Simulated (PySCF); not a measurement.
Isomers of C3H4N2. Method used: PBE0-D3(BJ)/def2-SVP geometry optimisation, gas phase in PySCF. Energies are electronic, without zero-point or thermal terms, for one conformer each. No frequencies were run at this level. Point groups hold within 0.08 Å.

Problem. Rank from lowest to highest electronic energy at this level (kcal/mol).
A. `C/N=C/C#N`
B. `[H]/N=C(/C)C#N`

Solution. B (0.0), A (8.9).

As drawn, the lower has an N–H bond, which the higher lacks.

```tsv
SMILES	E (Eh)	E rel (kcal/mol)	dipole (D)	point group	A, B, C (MHz)
[H]/N=C(/C)C#N	-225.75990	0.0	1.81	Cs	9866, 4173, 2987
C/N=C/C#N	-225.74566	8.9	4.47	Cs	45609, 2422, 2333
```

Problem. How do the relative energies change in single points at B3LYP/pcSseg-2 (no added dispersion term) on the same geometries?

Solution. 
```tsv
SMILES	PBE0-D3(BJ)/def2-SVP (kcal/mol)	B3LYP/pcSseg-2 (kcal/mol)	shift
[H]/N=C(/C)C#N	0.0	0.0	0.0
C/N=C/C#N	8.9	8.7	-0.2
```

Each column counts from its own lowest isomer. The order is unchanged; the largest shift is 0.2 kcal/mol.

Problem. As an exercise, what shares would exp(−E/RT) give at 1000 K from these electronic energies alone (no entropy, no degeneracies)?

Solution. RT = 1.987 kcal/mol: [H]/N=C(/C)C#N 98.9 %, C/N=C/C#N 1.1 %.
